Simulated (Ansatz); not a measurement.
# SiGeH (H-bridged), quartet in cc-pVDZ: errors against UCCSDT(Q)

Geometry: that of the SiGeH (H-bridged), doublet, kept fixed. The doublet lies 1.6 eV lower here.

```xyz
3

Si    0.0000   -0.0368    1.6490
Ge    0.0000   -0.0037   -0.6463
H     0.0000    1.2915    0.6314
```

Basis cc-pVDZ; Ansatz 0.2.0. Only valence electrons are correlated (noble-gas cores and the filled d shells of p-block atoms frozen), which leaves 9 electrons in 31 orbitals. Prefix R: restricted or restricted open-shell reference; prefix U: unrestricted. Active spaces: valence = (9e, 9o) chosen from the atoms' valence shells. No spin–orbit coupling is included, and no scalar relativity.

Full CI isn't at hand for all of this; UCCSDT(Q) serves as the reference, and is uncertain by about the last step of the cluster series. The frozen core follows each run's orbitals, which can shift R against U totals by a few meV for light atoms and by up to 0.1 eV past Ca.

- UHF ⟨S²⟩: 3.809
- T1 diagnostic (RCCSD): 0.0247
- largest doubles amplitude (RCCSD): 0.054
- T1 diagnostic (UCCSD): 0.0253

```tsv
level	E − E(UCCSDT(Q)) (kcal/mol)	share of correlation (%)	wall time
UHF	106.26	5.38	–
UMP2	26.17	76.70	–
UCCSD	4.98	95.57	–
UCCSD(T)	1.15	98.98	11 s
UCCSDT	0.25	99.78	–
```

The correlation energy at UCCSDT(Q), counted from RHF, is -4.870 eV. That run took 22 s on 1 thread of Arm Neoverse V1, shared host.

Run but not shown, since their state or frozen core can't be matched to the reference's or they repeat it: RHF, RMP2, CISD, RCCSD, RCCSD(T), BCCD(T), RCCSDT, RCCSDT(Q), CASSCF (valence space), NEVPT2 (valence space), MRCISD (valence space), MRCISD+Q (valence space).

Times hold each run's SCF and search for its determinant on a shared host, so for small cases they say little of a method's own cost; they ran on 1 thread of Arm Neoverse V1.

Natural occupations of CASSCF (valence space) about the gap: 1.986 1.955 1.941 1.006 1.004 0.995 0.052 0.034 0.026; effectively unpaired electrons, Σ n²(2−n)², 3.04.
